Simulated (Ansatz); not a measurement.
`C=C(N)OCF` → `CC(F)C(=N)O`  (isomerisation)

Calculated with Ansatz (gas phase, PBE0-D4/def2-TZVP geometries, no zero-point term in ΔE). CCSD(T)/CBS adds triple-zeta CCSD(T) − MP2 to the extrapolated MP2 energy (def2 sets, frozen cores). Functionals use def2-TZVPP. B3LYP here is the variant with VWN-RPA as its local correlation; programs differ in this. One conformer a species, not always the lowest.

`C=C(N)OCF`:

Z-matrix (Å, degrees):
```
C
O 1 1.383
F 1 1.372 2 110.3
H 1 1.093 2 111.7 3 119.4
H 1 1.091 2 106.8 3 -117.1
C 2 1.376 1 116.1 3 -79.7
N 6 1.387 2 112.2 1 -65.8
C 6 1.328 2 120.5 1 113.5
H 7 1.008 6 113.7 2 -177.4
H 7 1.011 6 113.5 2 -48.0
H 8 1.081 6 121.0 2 172.7
H 8 1.079 6 119.8 2 -7.8
```

`CC(F)C(=N)O`:

Cartesian coordinates in Å:
```
C -1.226 0.787 -0.361
C -0.103 -0.160 -0.706
F 0.627 0.365 -1.758
C 0.819 -0.400 0.467
N 0.950 -1.468 1.126
O 1.499 0.701 0.805
H -0.821 1.750 -0.048
H -1.865 0.933 -1.234
H -1.830 0.377 0.451
H -0.491 -1.128 -1.035
H 0.386 -2.217 0.736
H 2.055 0.460 1.558
```

```
             level  ΔE (kcal/mol)  difference from CCSD(T)/CBS
            PBE-D4          -17.1                          1.0
         r2SCAN-D4          -17.6                          0.5
           PBE0-D4          -17.2                          0.9
          B3LYP-D4          -16.3                          1.8
              PBE0          -17.1                          1.0
     HF/def2-TZVPP          -16.7                          1.4
    MP2/def2-TZVPP          -18.7                         -0.6
SCS-MP2/def2-TZVPP          -18.4                         -0.3
     HF/def2-QZVPP          -16.7                          1.4
    CCSD/CBS(def2)          -17.9                          0.2
       CCSD(T)/CBS          -18.1                            0
```

Largest T1 diagnostic among the species: 0.013.

In def2-TZVPP, CCSD(T) changes the Hartree–Fock value by −1.5 kcal/mol (the triples alone add −0.2 kcal/mol) and MP2 by −1.9 kcal/mol.

CCSD(T)/CBS has its own doubt, a few kJ/mol and more with outer-core shells, so smaller differences from it don't rank the levels.
